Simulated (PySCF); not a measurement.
Simulated C 1s region for `p1ccncc1`, binding energy against the vacuum level.

Every computed line was given a Gaussian of 0.5 eV full width at half maximum and an area set by the number of equivalent atoms; the highest printed point is 100. Theory: delta-SCF UKS SCAN, pcX-2 on the ionised atom, pcseg-1 elsewhere, spin-free X2C (PySCF).

binding energy (eV), intensity and a bar:
```
    289.8          0 
    289.9          2 
    290.0          6 ##
    290.1         15 #####
    290.2         34 ##########
    290.3         61 ##################
    290.4         87 ##########################
    290.5        100 ##############################
    290.6         92 ###########################
    290.7         67 ####################
    290.8         40 ############
    290.9         19 ######
    291.0         10 ###
    291.1         12 ####
    291.2         25 #######
    291.3         48 ##############
    291.4         76 #######################
    291.5         97 #############################
    291.6         98 #############################
    291.7         80 ########################
    291.8         52 ################
    291.9         27 ########
    292.0         11 ###
    292.1          4 #
    292.2          1 
    292.3          0
```

Task: How many maxima does the curve show, and how many computed lines lie under it?

Result: The curve has 2 maxima (at 290.5 and 291.6 eV). Under it lie 2 lines from 2 inequivalent carbon sites.

Task: Decompose the envelope and assign each component. Numbering: `[cH:1]1[cH:2][p:3][cH:4][cH:5][n:6]1`.

Result: 
| position (eV) | relative area | line | atoms | environment |
| --- | --- | --- | --- | --- |
| 290.51 | 2 | C 1s | C2/C4 | aromatic CH carbon |
| 291.56 | 2 | C 1s | C1/C5 | aromatic CH next to a ring nitrogen |

Task: What are the centre and the root-mean-square width of the whole band?

Result: The area-weighted mean of the lines is 291.03 eV. Their own spread about it is 0.52 eV (rms) and each Gaussian has σ = 0.5/2.355 = 0.21 eV; the variances add, which gives 0.56 eV.

Task: Above which line width would these two lines show one maximum?

Result: Two equal Gaussians merge once their distance is under 2σ = FWHM/1.177. With 1.05 eV between them that is a full width over 1.24 eV.

The listed C 1s values span 1.05 eV, from C2/C4 (bonded to C (aromatic in the SMILES), H and P (aromatic in the SMILES)) to C1/C5 (bonded to N (aromatic in the SMILES), C (aromatic in the SMILES) and H). Summing the Pauling electronegativity differences to the bonded atoms, each weighted by its formal bond order, gives -0.89 for the lowest site and +0.39 for the highest.

Shake-up satellites, vibrational structure and lifetime widths aren't simulated. The first atom of each set that the bonding makes equivalent was ionised and stands for the set. Geometry: GFN2-xTB; no solvent, vibrations or thermal averaging.

Rough CPU time on one thread of a shared machine: about 1.9 min.
